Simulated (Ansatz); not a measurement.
**CHB (singlet): wave-function methods side by side at distance B1–C2 = 1.650 Å, 6-31G**

An exercise on one series of results from a longer session: the logs are not shown, and one member is left open.

Program: Ansatz 0.2.0, Gaussian basis. Level of theory: 6-31G, core rule «outside noble gas», up to 2 orbitals frozen. These are calculated values, not measurements.

Plan: UHF; CCSD(T) on RHF; CCSD(T) on UHF; BCCD(T) on RHF; CISD; CCSDT(Q) on RHF; CCSDT(Q) on UHF; CISDTQ; CCSDTQ on RHF; CCSDTQ on UHF; CASSCF and MRCISD+Q, 2 electrons in 2 orbitals; CASSCF and NEVPT2, 2 electrons in 2 orbitals; CASSCF and MRCISD+Q, 8 electrons in 9 orbitals; CASSCF and NEVPT2, 8 electrons in 9 orbitals; Full CI; Full CI in the symmetry of the determinant.

41 further runs of the same task are left out: 13 for a known fault of the program, 20 that didn't finish, 8 set aside as unsound or not needed.

## The system

The geometry derives from a PBE0/def2-TZVP stationary point (not a proven minimum). One bond is set to the value named and the two fragments are kept rigid.

3 atoms, charge 0, spin multiplicity 1.

Atoms are counted from 1 here; the program's logs count them from 0.

Bond lengths: B1–C2 1.650 Å, B1–H3 1.177 Å. Angles: C2–B1–H3 180.0°.

Set-up of the first run:

in.yaml

```yaml
crystal:
  periodic: [false, false, false]
  atoms:
    - {symbol: B, position_ang: [0.000000, 0.000000, 0.157621]}
    - {symbol: C, position_ang: [0.000000, 0.000000, -1.492379]}
    - {symbol: H, position_ang: [0.000000, 0.000000, 1.334757]}
basis:
  gaussian: {orbitals: 6-31G}
magnetization: {spin_polarized: true, initial_magnetization: 0}
hamiltonian: {xc: hf}
output: {orbitals: {seedname: orbitals}}
```

Started as:

```bash
$ ansatz run in.yaml --threads 1 --pin off --events-out ev --progress --plain --max-ram 2393MiB
```

Steps of the session up to this table: UHF; CCSD(T) on RHF; CCSD(T) on UHF; BCCD(T) on RHF; CISD; CCSDT(Q) on RHF; CCSDT(Q) on UHF; CISDTQ; CCSDTQ on RHF; CCSDTQ on UHF; CASSCF and MRCISD+Q, 2 electrons in 2 orbitals; CASSCF and NEVPT2, 2 electrons in 2 orbitals; CASSCF and MRCISD+Q, 8 electrons in 9 orbitals; CASSCF and NEVPT2, 8 electrons in 9 orbitals; Full CI; Full CI in the symmetry of the determinant.

One table of the session follows, with a row left open; its other results are not shown here.

```
          method  from FCI (kcal/mol)
             RHF              +100.47
            RMP2               +25.54
            CISD               +12.81
           RCCSD                +6.03
        RCCSD(T)                +2.63
         BCCD(T)                +2.72
          RCCSDT                +1.72
          CISDTQ                +1.34
       RCCSDT(Q)                +0.79
         RCCSDTQ                    ?
  CASSCF valence               +23.63
  NEVPT2 valence                +6.54
  MRCISD valence                +0.54
MRCISD+Q valence                +0.08
             FCI                    0
```

Estimate the missing values for RCCSDTQ.

As computed: from FCI (kcal/mol): +0.12. In the column «from FCI (kcal/mol)» it lies between MRCISD+Q valence (+0.08) and MRCISD valence (+0.54).

Among the levels timed on like hardware and quicker than the yardstick, those that no quicker one beats, quickest first: CISD (0.36 s, +12.81 kcal/mol); RCCSD(T) (0.39 s, +2.63 kcal/mol); RCCSDT(Q) (0.96 s, +0.79 kcal/mol); MRCISD+Q valence (7.5 s, +0.08 kcal/mol).

Not comparable, so not listed: CASSCF and MRCISD+Q, 2 electrons in 2 orbitals (they don't share determinant, frozen orbitals or solution with the rows shown, or repeat one).

To keep in mind: The report flags that the cluster equations may have other roots. The yardstick is full CI for this spin, exact in this basis with these frozen cores. Left out of the table: CASSCF pair, NEVPT2 pair (the active space lost an orbital or holds another state than full CI finds). Left out of the table: UHF, UMP2, UCCSD, UCCSD(T), UCCSDT, UCCSDT(Q), UCCSDTQ (another determinant or state than the rows shown). The program flags RCCSDTQ as in doubt, so those rows may rest on another solution; read them beside their warnings. With 2.1 effectively unpaired electrons against 0 the state is strongly multireference. Of the multireference levels listed MRCISD+Q valence comes nearest in total energy (+0.08 kcal/mol), which doesn't show that its space is the better one. Warnings in the runs' records: large difference, other roots, passed over end.
